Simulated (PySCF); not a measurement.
# CH3AlO (SMILES [CH3][Al]=[O]) at 5 levels

We compute a comparison of 5 runs (HF/3-21G, HF/def2-SVP, B3LYP/6-31G*, CAM-B3LYP/6-311G**, CAM-B3LYP/cc-pVTZ) of CH3AlO. Input form: a Python script.

The results are computed with PySCF 2.14.0.

### Step 1. The molecule

CH3AlO: 6 atoms, total charge 0, spin state singlet. SMILES: `[CH3][Al]=[O]`. The coordinates come from a PBE0-D4/def2-TZVP relaxation.

Bond lengths: C1–Al2 1.935 Å, Al2–O3 1.596 Å, C1–H4 1.092 Å, C1–H5 1.092 Å, C1–H6 1.092 Å. Angles: C1–Al2–O3 180.0°, Al2–C1–H4 110.5°, Al2–C1–H5 110.5°, Al2–C1–H6 110.5°, H4–C1–H5 108.4°, H4–C1–H6 108.4°, H5–C1–H6 108.4°.

### Step 2. Energy and forces at HF/3-21G (run 1)

Input file input.py:

```python
from pyscf import gto, scf

mol = gto.M(
    atom='''
C     -0.779512     0.941462    -0.596020
Al     1.316572    -1.590016     1.006279
O      3.045672    -3.677974     2.328332
H      0.123210     2.795094    -0.498699
H     -2.614625     1.059947     0.341662
H     -1.091128     0.471298    -2.581555
''',
    max_memory=1860,
    charge=0,
    verbose=3,
    unit='bohr',
    basis='3-21g',
)

mf = scf.RHF(mol)
mf.conv_tol = 1e-10
mf.kernel()
if not mf.converged:
    mf = mf.newton().run(mf.mo_coeff, mf.mo_occ)

e_final = mf.e_tot
print('Final energy', e_final)
grad = mf.nuc_grad_method().kernel()
dip = mf.dip_moment()
pop, q = mf.mulliken_pop()
```

On the command line:

```
OMP_NUM_THREADS=1 python input.py
```

The program printed:

```text
converged SCF energy = -354.408988911703
Final energy -354.4089889117034
--------------- RHF gradients ---------------
         x                y                z
0 C     0.0061918236    -0.0074095563     0.0046815296
1 Al     0.0011159201    -0.0013509174     0.0008532218
2 O    -0.0056608076     0.0068371509    -0.0043275228
3 H     0.0027542814     0.0040203124     0.0006320997
4 H    -0.0041200154    -0.0003084237     0.0027447794
5 H    -0.0002812021    -0.0017885659    -0.0045841078
----------------------------------------------
Dipole moment(X, Y, Z, Debye): -3.19420,  3.85695, -2.44226
 ** Mulliken pop  **
pop of  0 C 1s            1.98773
pop of  0 C 2s            0.34005
pop of  0 C 3s            1.19373
pop of  0 C 2px           0.52954
pop of  0 C 2py           0.52769
pop of  0 C 2pz           0.53126
pop of  0 C 3px           0.65301
pop of  0 C 3py           0.66994
pop of  0 C 3pz           0.63764
pop of  1 Al 1s           1.99887
pop of  1 Al 2s           1.98257
pop of  1 Al 3s           0.55827
pop of  1 Al 4s           0.15163
pop of  1 Al 2px          1.96052
pop of  1 Al 2py          1.96179
pop of  1 Al 2pz          1.95938
pop of  1 Al 3px          0.32133
pop of  1 Al 3py          0.35678
pop of  1 Al 3pz          0.28921
pop of  1 Al 4px          0.12775
pop of  1 Al 4py          0.10854
pop of  1 Al 4pz          0.14516
pop of  2 O 1s            1.98606
pop of  2 O 2s            0.42320
pop of  2 O 3s            1.52054
pop of  2 O 2px           0.66714
pop of  2 O 2py           0.66714
pop of  2 O 2pz           0.66714
pop of  2 O 3px           0.94450
pop of  2 O 3py           0.92679
pop of  2 O 3pz           0.96056
pop of  3 H 1s            0.45136
pop of  3 H 2s            0.29681
pop of  4 H 1s            0.45133
pop of  4 H 2s            0.29687
pop of  5 H 1s            0.45135
pop of  5 H 2s            0.29683
 ** Mulliken atomic charges  **
charge of    0C =     -1.07057
charge of    1Al =      1.07818
charge of    2O =     -0.76306
charge of    3H =      0.25183
charge of    4H =      0.25180
charge of    5H =      0.25182
```

It took 1.1 s on 1 thread of Arm Neoverse V1, shared host; peak memory 0.12 GiB.

### Step 3. Energy and forces at HF/def2-SVP (run 2)

Input file run.py:

```python
# [CH3][Al]=[O]
from pyscf import gto, scf

molecule = gto.Mole()
molecule.atom = '''
C   -0.412500   0.498200  -0.315400
Al   0.696700  -0.841400   0.532500
O    1.611700  -1.946300   1.232100
H    0.065200   1.479100  -0.263900
H   -1.383600   0.560900   0.180800
H   -0.577400   0.249400  -1.366100
'''
molecule.spin = 0
molecule.charge = 0
molecule.max_memory = 1860
molecule.verbose = 4
molecule.basis = 'def2-svp'
molecule.build()

myscf = scf.RHF(molecule)
myscf.conv_tol = 1e-10
myscf.kernel()
if not myscf.converged:
    myscf = myscf.newton().run(myscf.mo_coeff, myscf.mo_occ)

etot = myscf.e_tot
print('Final energy', etot)
grad = myscf.nuc_grad_method().kernel()
dip = myscf.dip_moment()
pop, q = myscf.mulliken_pop()
```

On the command line:

```
OMP_NUM_THREADS=1 python run.py
```

The program printed:

```text
PySCF version 2.14.0

[... 62 lines left out ...]
converged SCF energy = -356.200894180291
Final energy -356.200894180291
[... 12 lines left out ...]
Dipole moment(X, Y, Z, Debye): -3.53844,  4.27261, -2.70551
[... 68 lines left out ...]
charge of    5H =      0.08787
```

Wall time 2 s (1 thread of Arm Neoverse V1, shared host); peak memory 0.13 GiB.

Runs 3 to 4 aren't shown in full; the table further down has their settings and results.

### Step 4. Energy and forces at CAM-B3LYP/cc-pVTZ (run 5)

Input file run.py:

```python
# [CH3][Al]=[O]
from pyscf import gto, dft

mol = gto.Mole()
mol.atom = [
    ('C', (-0.412500, 0.498200, -0.315400)),
    ('Al', (0.696700, -0.841400, 0.532500)),
    ('O', (1.611700, -1.946300, 1.232100)),
    ('H', (0.065200, 1.479100, -0.263900)),
    ('H', (-1.383600, 0.560900, 0.180800)),
    ('H', (-0.577400, 0.249400, -1.366100)),
]
mol.max_memory = 1860
mol.verbose = 3
mol.basis = 'cc-pvtz'
mol.spin = 0
mol.build()

mf = dft.RKS(mol, xc='cam-b3lyp')
mf.grids.level = 5
mf.conv_tol = 1e-10
mf.kernel()
if not mf.converged:
    mf = mf.newton().run(mf.mo_coeff, mf.mo_occ)

energy = mf.e_tot
print(f'total energy: {energy:.8f} hartree')
grad = mf.nuc_grad_method().kernel()
mf.analyze()
```

On the command line:

```
OMP_NUM_THREADS=1 python run.py
```

The program printed:

```text
converged SCF energy = -357.568700695801
[... 18 lines left out ...]
MO #8   energy= -0.918332870544784 occ= 2
[... 15 lines left out ...]
MO #24  energy= 0.196369257145184  occ= 0
[... 15 lines left out ...]
MO #40  energy= 0.676457143046586  occ= 0
[... 15 lines left out ...]
MO #56  energy= 1.14636722771034   occ= 0
[... 15 lines left out ...]
MO #72  energy= 2.04972836305586   occ= 0
[... 15 lines left out ...]
MO #88  energy= 3.05513504685847   occ= 0
[... 15 lines left out ...]
MO #104 energy= 4.06096477215553   occ= 0
[... 15 lines left out ...]
MO #120 energy= 5.27692344944272   occ= 0
[... 15 lines left out ...]
MO #136 energy= 12.3876112297979   occ= 0
[... 7 lines left out ...]
Dipole moment(X, Y, Z, Debye): -3.32234,  4.01174, -2.54021
```

Run time: 79 s. Hardware: 1 thread of Arm Neoverse V1, shared host; peak memory 1.5 GiB.

### Step 5. All runs side by side

| run | level | Cartesian functions | integration grid | energy (Eh) | dipole moment (D) | HOMO energy (eV) | LUMO energy (eV) | wall time |
| --- | --- | --- | --- | --- | --- | --- | --- | --- |
| 1 | HF/3-21G | no | – | -354.408989 | 5.57 | -10.19 | 1.79 | 1.1 s |
| 2 | HF/def2-SVP | no | – | -356.200894 | 6.17 | -10.44 | 1.38 | 2 s |
| 3 | B3LYP/6-31G* (Cartesian functions) | yes | 5 | -357.561399 | 5.23 | -6.86 | -1.58 | 12 s |
| 4 | CAM-B3LYP/6-311G** | no | 5 | -357.548092 | 5.51 | -8.60 | -0.43 | 25 s |
| 5 | CAM-B3LYP/cc-pVTZ | no | 5 | -357.568701 | 5.80 | -8.62 | -0.52 | 79 s |

### Step 6. Results

```
                       quantity          value
            run 5: total energy  -357.56870 Eh
           run 5: dipole moment         5.80 D
             run 5: HOMO energy       -8.62 eV
             run 5: LUMO energy       -0.52 eV
           run 5: HOMO–LUMO gap        8.09 eV
run 5: largest force on an atom     0.114 eV/Å
```

In words: The dipole moment (its size) runs from 5.23 D (B3LYP/6-31G*) to 6.17 D (HF/def2-SVP). The two ends differ in method and basis. The HOMO–LUMO gap runs from 5.27 eV (B3LYP/6-31G*) to 11.98 eV (HF/3-21G). Totals of different functionals can't be ranked against each other. All runs together took 2 min, the longest 79 s.
